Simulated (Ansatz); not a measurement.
```yaml
crystal:
  periodic: [false, false, false]
  atoms:
    - {symbol: C, position_ang: [-1.175712, 0.708987, -0.731895]}
    - {symbol: O, position_ang: [-0.435387, -0.487261, -0.693750]}
    - {symbol: C, position_ang: [0.921397, -0.302364, -0.495252]}
    - {symbol: S, position_ang: [1.396561, 0.288847, 1.162172]}
    - {symbol: S, position_ang: [1.035814, -1.349068, 2.321594]}
    - {symbol: H, position_ang: [-0.822596, 1.365498, -1.538187]}
    - {symbol: H, position_ang: [-1.109433, 1.251000, 0.218017]}
    - {symbol: H, position_ang: [-2.213123, 0.436501, -0.920908]}
    - {symbol: H, position_ang: [1.338988, 0.456572, -1.174979]}
    - {symbol: H, position_ang: [1.409284, -1.261410, -0.665274]}
    - {symbol: H, position_ang: [-0.280394, -1.164303, 2.538962]}
basis:
  gaussian: {orbitals: def2-SVPD}
hamiltonian: {xc: {name: rPW86-PBE}}
output: {forces: true}
```

```sh
$ ansatz run in.yaml --threads 4 --pin off --events-out ev --progress --plain --max-ram 10444MiB
```

Shortened log:

```
Functional definition: rPW86-PBE
1447 factors; their error is unknown
mean field evaluation 1: about -25899.8691 eV, gradient 5.8e1 eV
mean field evaluation 2: about -25823.9035 eV, gradient 1.6e2 eV
mean field evaluation 4: about -25907.6962 eV, gradient 8.0e0 eV
mean field evaluation 8: about -25907.9059 eV, gradient 1.4e-1 eV
mean field evaluation 16: about -25907.8476 eV, gradient 2.6e-3 eV
mean field -25907.84756274 eV, -952.0958369609 hartree, gradient 2.3e-5 eV, S^2 0.000000; 0 other end points of the search recorded, 0 dependent functions left out
reference -25907.84769779 eV, -952.0958419240 hartree; 29, 29 occupied and 136, 136 virtual orbitals, 1447 factors
Total energy: -25907.84769779 eV, -952.0958419240 hartree
Atom 0 at    -1.175712     0.708987    -0.731895 Å, force    -0.323705     0.228867    -0.043395 eV/Å
Atom 1 at    -0.435387    -0.487261    -0.693750 Å, force    -0.261173    -0.600862    -0.114663 eV/Å
Atom 2 at     0.921397    -0.302364    -0.495252 Å, force     0.232381    -0.175357    -0.206908 eV/Å
Atom 3 at     1.396561     0.288847     1.162172 Å, force     0.444845     1.094549     0.110968 eV/Å
Atom 4 at     1.035814    -1.349068     2.321594 Å, force     0.322374    -0.910920     0.561228 eV/Å
Atom 5 at    -0.822596     1.365498    -1.538187 Å, force     0.137719     0.261847    -0.315656 eV/Å
Atom 6 at    -1.109433     1.251000     0.218017 Å, force     0.016925     0.219934     0.364070 eV/Å
Atom 7 at    -2.213123     0.436501    -0.920908 Å, force    -0.413067    -0.079936    -0.073523 eV/Å
Atom 8 at     1.338988     0.456572    -1.174979 Å, force     0.164837     0.292796    -0.281140 eV/Å
Atom 9 at     1.409284    -1.261410    -0.665274 Å, force     0.198000    -0.377838    -0.113446 eV/Å
Atom 10 at    -0.280394    -1.164303     2.538962 Å, force    -0.519137     0.046920     0.112465 eV/Å
Dipole moment:    -0.212720     0.183880    -0.245191 e Å
```

Hardware: 4 threads of an Intel Xeon 6975P-C on a shared host. Wall time 2.2 s, peak host memory 0.49 GiB.
